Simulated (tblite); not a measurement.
C5H5F.
Numbering: `[CH:1]#[C:2][C:3]1([F:4])[CH2:5][CH2:6]1` (hydrogens: H7 on C1; H8, H9 on C5; H10, H11 on C6)

Computed with GFN2-xTB (tblite), gas phase: Langevin dynamics at 300 K from the optimised GFN2-xTB geometry, time step 0.5 fs, friction 0.01 fs⁻¹, 2000 steps. The instantaneous temperature is 2·E(kin)/(3Nk) with all 3N coordinates.

| t (fs) | T (K) | E(pot) above start (eV) | C1≡C2 (Å) | C2–C3 (Å) | C3–F4 (Å) | C3–C5 (Å) | C5–C6 (Å) | C1–H7 (Å) |
| --- | --- | --- | --- | --- | --- | --- | --- | --- |
| 0 | 263 | 0.000 | 1.198 | 1.429 | 1.376 | 1.502 | 1.501 | 1.049 |
| 25 | 168 | 0.301 | 1.193 | 1.447 | 1.411 | 1.447 | 1.511 | 1.077 |
| 50 | 246 | 0.219 | 1.202 | 1.451 | 1.411 | 1.463 | 1.497 | 1.036 |
| 75 | 239 | 0.264 | 1.202 | 1.427 | 1.365 | 1.536 | 1.488 | 1.049 |
| 100 | 206 | 0.228 | 1.203 | 1.457 | 1.381 | 1.515 | 1.499 | 1.052 |
| 125 | 149 | 0.383 | 1.198 | 1.461 | 1.333 | 1.455 | 1.522 | 1.040 |
| 150 | 303 | 0.272 | 1.220 | 1.488 | 1.354 | 1.527 | 1.492 | 1.050 |
| 175 | 278 | 0.361 | 1.202 | 1.378 | 1.366 | 1.545 | 1.521 | 1.073 |
| 200 | 248 | 0.418 | 1.188 | 1.459 | 1.403 | 1.515 | 1.514 | 1.029 |
| 225 | 217 | 0.449 | 1.175 | 1.417 | 1.396 | 1.476 | 1.540 | 1.079 |
| 250 | 246 | 0.510 | 1.218 | 1.392 | 1.436 | 1.568 | 1.475 | 0.999 |
| 275 | 333 | 0.332 | 1.205 | 1.427 | 1.372 | 1.510 | 1.482 | 1.107 |
| 300 | 311 | 0.399 | 1.192 | 1.454 | 1.382 | 1.446 | 1.493 | 0.999 |
| 325 | 274 | 0.403 | 1.214 | 1.429 | 1.397 | 1.491 | 1.476 | 1.120 |
| 350 | 400 | 0.368 | 1.221 | 1.455 | 1.392 | 1.529 | 1.514 | 0.988 |
| 375 | 268 | 0.563 | 1.176 | 1.453 | 1.349 | 1.443 | 1.481 | 1.136 |
| 400 | 256 | 0.373 | 1.217 | 1.437 | 1.347 | 1.536 | 1.482 | 0.977 |
| 425 | 249 | 0.284 | 1.205 | 1.441 | 1.350 | 1.553 | 1.542 | 1.112 |
| 450 | 206 | 0.431 | 1.205 | 1.467 | 1.380 | 1.516 | 1.551 | 1.014 |
| 475 | 278 | 0.433 | 1.209 | 1.467 | 1.363 | 1.466 | 1.484 | 1.099 |
| 500 | 241 | 0.317 | 1.223 | 1.395 | 1.400 | 1.496 | 1.492 | 1.021 |
| 525 | 314 | 0.227 | 1.190 | 1.434 | 1.398 | 1.487 | 1.509 | 1.076 |
| 550 | 234 | 0.365 | 1.200 | 1.418 | 1.385 | 1.493 | 1.496 | 1.040 |
| 575 | 277 | 0.302 | 1.208 | 1.431 | 1.408 | 1.541 | 1.488 | 1.045 |
| 600 | 208 | 0.299 | 1.206 | 1.419 | 1.363 | 1.516 | 1.541 | 1.072 |
| 625 | 285 | 0.215 | 1.203 | 1.416 | 1.392 | 1.500 | 1.485 | 1.028 |
| 650 | 326 | 0.303 | 1.181 | 1.382 | 1.407 | 1.494 | 1.499 | 1.076 |
| 675 | 129 | 0.407 | 1.223 | 1.469 | 1.422 | 1.508 | 1.507 | 1.020 |
| 700 | 208 | 0.297 | 1.196 | 1.436 | 1.389 | 1.484 | 1.520 | 1.087 |
| 725 | 187 | 0.351 | 1.189 | 1.426 | 1.378 | 1.470 | 1.469 | 1.020 |
| 750 | 238 | 0.399 | 1.221 | 1.434 | 1.379 | 1.466 | 1.498 | 1.105 |
| 775 | 319 | 0.287 | 1.208 | 1.496 | 1.360 | 1.476 | 1.526 | 1.029 |
| 800 | 348 | 0.386 | 1.185 | 1.431 | 1.397 | 1.501 | 1.487 | 1.090 |
| 825 | 399 | 0.359 | 1.219 | 1.433 | 1.336 | 1.482 | 1.472 | 1.006 |
| 850 | 333 | 0.447 | 1.199 | 1.447 | 1.389 | 1.452 | 1.472 | 1.092 |
| 875 | 386 | 0.384 | 1.205 | 1.406 | 1.392 | 1.485 | 1.506 | 1.048 |
| 900 | 417 | 0.184 | 1.198 | 1.400 | 1.402 | 1.527 | 1.501 | 1.074 |
| 925 | 301 | 0.303 | 1.191 | 1.467 | 1.353 | 1.513 | 1.520 | 1.072 |
| 950 | 284 | 0.257 | 1.208 | 1.430 | 1.395 | 1.483 | 1.565 | 1.035 |
| 975 | 244 | 0.368 | 1.178 | 1.399 | 1.389 | 1.529 | 1.499 | 1.109 |
| 1000 | 240 | 0.292 | 1.207 | 1.436 | 1.347 | 1.511 | 1.490 | 0.992 |

Q: From 500 fs on, how do temperature and potential energy compare with equipartition?

A: The mean temperature of these 21 frames is 282 K against the target 300 K, and the mean potential energy 0.32 eV against 27 × kT/2 = 0.35 eV for 27 classical harmonic modes. For 11 atoms in a canonical ensemble the temperature itself scatters by T·√(2/(3N)) = 74 K; here its standard deviation is 71 K. The whole run lasts only 10 friction times of 100 fs, so these averages carry a wide statistical error.

Q: What are the kinetic and total energies of the listed frame with the highest potential energy?

A: The one at 375 fs, 0.563 eV above the start. Its kinetic energy is 3NkT/2 = 0.381 eV at 268 K, so the sum is 0.94 eV; over the listed frames the sum runs from 0.37 to 0.94 eV, since the thermostat adds and removes energy.

Q: How much do the listed bonds fluctuate from 500 fs on?

A: 
```csv
bond,at the start (Å),mean (Å),standard deviation (Å)
C1≡C2,1.198,1.202,0.013
C2–C3,1.429,1.429,0.026
C3–F4,1.376,1.385,0.021
C3–C5,1.502,1.496,0.022
C5–C6,1.501,1.502,0.023
C1–H7,1.049,1.054,0.033
```

The motion is classical and holds no zero-point motion.

The cost below is that of the whole dynamics run. On one thread, Arm Neoverse N1 (aarch64), shared host, this took 10 s and 0.18 GiB of memory at its peak.
